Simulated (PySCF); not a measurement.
## Argon: a sound run and one with changed settings

Sound run: Ar [Ar], Ar+ [Ne] 3s2 3p5. All numbers are calculated (PySCF 2.14, no relativity, point nucleus, in def2-SVP). In the sound run the correlated levels freeze [Ne]. The sound run starts from symmetry-adapted Hartree-Fock orbitals and uses a fine grid where one is needed.

Changed run: the spin-free X2C one-electron Hamiltonian (Gaussian nucleus). This setting is unsound on purpose.

| species | method | sound run (hartree) | changed run (hartree) | converged |
| --- | --- | --- | --- | --- |
| Ar | UHF | -526.62338 | -528.21446 | yes |
| Ar | LDA | -525.73419 | -527.32319 | yes |
| Ar | M06-2X | -527.34139 | -528.93196 | yes |
| Ar | MP2 | -526.76442 | -528.35545 | yes |
| Ar | CCSD(T) | -526.77650 | -528.36749 | yes |
| Ar+ | UHF | -526.08638 | -527.67792 | yes |
| Ar+ | LDA | -525.15314 | -526.74271 | yes |
| Ar+ | M06-2X | -526.76278 | -528.35395 | yes |
| Ar+ | MP2 | -526.20047 | -527.79189 | yes |
| Ar+ | CCSD(T) | -526.21787 | -527.80924 | yes |

Ionisation energy of Ar:

```tsv
method	sound run (eV)	changed run (eV)
UHF	14.613	14.600
LDA	15.811	15.796
M06-2X	15.745	15.728
MP2	15.346	15.335
SCS-MP2	15.258	15.247
CCSD	15.206	15.195
CCSD(T)	15.201	15.191
```

Most of the change in total energy is the relativistic energy itself. On top of that the contraction fixes the core shape for the Hamiltonian it was made with, so the changed run is not a good calculation with the other Hamiltonian either.

For comparison, NIST gives 15.760 eV between the lowest levels.
